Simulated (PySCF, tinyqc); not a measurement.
A ladder of methods, and size consistency: correlation methods against full CI in the sto-3g basis, for BH, spin multiplicity 1. Computed by the program tinyqc with PySCF. All electrons correlated; +Q is the Davidson correction (1 - c0^2) E_corr. The last columns treat two copies 100 angstrom apart as one system. FCI is the lowest singlet.

Geometry (angstrom):

| atom | x | y | z |
|---|---|---|---|
| B | 0.0000 | 0.0000 | 0.0000 |
| H | 0.0000 | 0.0000 | 1.5680 |

RHF energy of one = -24.708588 hartree

Correlation energies (hartree):

| method | E_corr of one | share of FCI (%) | E_corr of two at 100 angstrom | two minus twice one (mhartree) |
|---|---|---|---|---|
| MP2 | -0.03842 | 52.748 | -0.07684 | 0.000 |
| CISD | -0.06955 | 95.491 | -0.12851 | 10.593 |
| CISD+Q | -0.07578 | 104.041 | -0.14664 | 4.917 |
| CCSD | -0.07267 | 99.779 | -0.14535 | 0.000 |
| CCSD(T) | -0.07273 | 99.859 | -0.14546 | 0.000 |
| FCI | -0.07283 | 100.000 | - | - |

What does the comparison show, and why?

MP2 recovers 53 %, CISD 95.5 % and CCSD 99.8 % of the FCI value (c0^2 = 0.910 in CISD). MP2 and coupled cluster are size consistent, so their last column vanishes; CISD loses 10.59 mhartree, since a double excitation on each copy is a quadruple of the pair, and the Davidson correction leaves +4.92. The restricted reference is unstable here: a spin-polarised solution lies 0.0060 hartree lower (PySCF), so results built on it describe a poor reference.
